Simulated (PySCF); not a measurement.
Compound: H3Si(SH), H4SSi.
Structure used (GFN2-xTB), in Å, numbered top down from 1:
```xyz
6
H4SSi angstrom
Si    -0.580   -0.009    0.012
S      1.394    0.805   -0.206
H     -0.685   -0.561    1.357
H     -1.440    1.139   -0.205
H     -0.743   -1.050   -0.995
H      2.056   -0.321    0.015
```

The calculation used PBE0/def2-SVPD in PySCF (dipole) on a GFN2-xTB geometry, gas phase.

Take the most abundant isotopes and a rigid rotor. 

(1) Give the principal moments of inertia and the rotational constants in GHz.

(2) What kind of rotor is it?

(3) Is it planar, by Δ = Ic − Ia − Ib?

(4) Predict some low-J microwave lines.

## Answers

(1) Ia = 7.58, Ib = 80.15, Ic = 81.91 u·Å²; 505379 MHz·u·Å²/I gives 66655, 6305 and 6170 MHz, that is A = 66.655, B = 6.3052, C = 6.1696 GHz.

(2) A near-prolate asymmetric top: κ = (2 × 6305 − 66655 − 6170)/(66655 − 6170) = -1.00.

(3) Not planar: Δ = Ic − Ia − Ib = -5.82 u·Å². For a rigid frame Δ = −2 Σ m c², so Σ m c² = 2.91 u·Å² lies off the ab plane, practically all of it from hydrogen. The atom farthest from that plane is 1.20 Å away.

(4) The dipole components are |μa| = 1.13 D, |μb| = 0.75 D, |μc| = 0.00 D; the mirror of this Cs structure is the ab plane, so μc vanishes by symmetry and there are no c-type lines. The squared components, which scale the intensities, stand as 1.00 : 0.44 (a : b). Some lines, for components of 0.1 D or more:

```json
{"type": "a", "branch": "Q", "J(Ka,Kc)": "3(1,2) ← 3(1,3)", "MHz": "814", "lower level (cm⁻¹)": "4.498"}
{"type": "a", "branch": "R", "J(Ka,Kc)": "1(0,1) ← 0(0,0)", "MHz": "12475", "lower level (cm⁻¹)": "0.000"}
{"type": "a", "branch": "R", "J(Ka,Kc)": "2(1,2) ← 1(1,1)", "MHz": "24814", "lower level (cm⁻¹)": "2.429"}
{"type": "a", "branch": "R", "J(Ka,Kc)": "2(1,1) ← 1(1,0)", "MHz": "25085", "lower level (cm⁻¹)": "2.434"}
{"type": "a", "branch": "R", "J(Ka,Kc)": "3(1,3) ← 2(1,2)", "MHz": "37221", "lower level (cm⁻¹)": "3.257"}
{"type": "a", "branch": "R", "J(Ka,Kc)": "3(2,2) ← 2(2,1)", "MHz": "37424", "lower level (cm⁻¹)": "9.310"}
{"type": "b", "branch": "Q", "J(Ka,Kc)": "3(1,2) ← 3(0,3)", "MHz": "60826", "lower level (cm⁻¹)": "2.497"}
{"type": "b", "branch": "R", "J(Ka,Kc)": "1(1,1) ← 0(0,0)", "MHz": "72825", "lower level (cm⁻¹)": "0.000"}
{"type": "b", "branch": "R", "J(Ka,Kc)": "2(1,2) ← 1(0,1)", "MHz": "85164", "lower level (cm⁻¹)": "0.416"}
{"type": "b", "branch": "Q", "J(Ka,Kc)": "3(2,1) ← 3(1,2)", "MHz": "180848", "lower level (cm⁻¹)": "4.526"}
{"type": "b", "branch": "Q", "J(Ka,Kc)": "2(2,0) ← 2(1,1)", "MHz": "181050", "lower level (cm⁻¹)": "3.270"}
{"type": "b", "branch": "Q", "J(Ka,Kc)": "2(2,1) ← 2(1,2)", "MHz": "181457", "lower level (cm⁻¹)": "3.257"}
{"type": "b", "branch": "Q", "J(Ka,Kc)": "3(2,2) ← 3(1,3)", "MHz": "181661", "lower level (cm⁻¹)": "4.498"}
{"type": "b", "branch": "Q", "J(Ka,Kc)": "3(3,0) ← 3(2,1)", "MHz": "302088", "lower level (cm⁻¹)": "10.558"}
{"type": "b", "branch": "R", "J(Ka,Kc)": "3(3,1) ← 2(2,0)", "MHz": "339514", "lower level (cm⁻¹)": "9.310"}
{"type": "b", "branch": "R", "J(Ka,Kc)": "3(3,0) ← 2(2,1)", "MHz": "339514", "lower level (cm⁻¹)": "9.310"}
```

GFN2-xTB frequencies: not computed here. These are rigid-rotor constants of the computed structure; measured ground-state constants (B0) also hold zero-point vibration. A rigid rotor knows nothing of internal rotation, which can split or shift real lines.
